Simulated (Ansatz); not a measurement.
Mulliken charges of C$_{4}$H$_{4}$ClF, SMILES `FC#CCCCl` from ωB97M-V/def2-TZVPP in Ansatz (PBE0-D4/def2-TZVP geometry).

| atom | x (Å) | y (Å) | z (Å) | charge (e) |
| --- | --- | --- | --- | --- |
| F1 | 1.485 | -2.890 | 1.483 | -0.143 |
| C2 | 0.892 | -1.990 | 0.804 | 0.332 |
| C3 | 0.331 | -1.157 | 0.156 | -0.282 |
| C4 | -0.339 | -0.110 | -0.602 | -0.169 |
| C5 | -0.186 | 1.237 | 0.084 | -0.145 |
| Cl6 | -1.007 | 2.513 | -0.847 | -0.120 |
| H7 | -1.402 | -0.345 | -0.708 | 0.124 |
| H8 | 0.075 | -0.053 | -1.612 | 0.124 |
| H9 | -0.629 | 1.225 | 1.079 | 0.140 |
| H10 | 0.863 | 1.519 | 0.166 | 0.140 |

By hand: the dipole of these point charges (1 e Å = 4.8032 D).

Σ q r = (0.064, -0.049, 0.089) e Å, of length 0.120 e Å = 0.58 D.

How does the dipole of the full density compare? (Best estimate.)

Computed: (0.074, -0.135, 0.078) e Å, 0.83 D; the point charges give 0.70 times that, at 28° from its direction.

Point charges leave out the atoms' own dipoles, such as those of lone pairs, and Mulliken's split depends on the basis, so the two needn't agree.
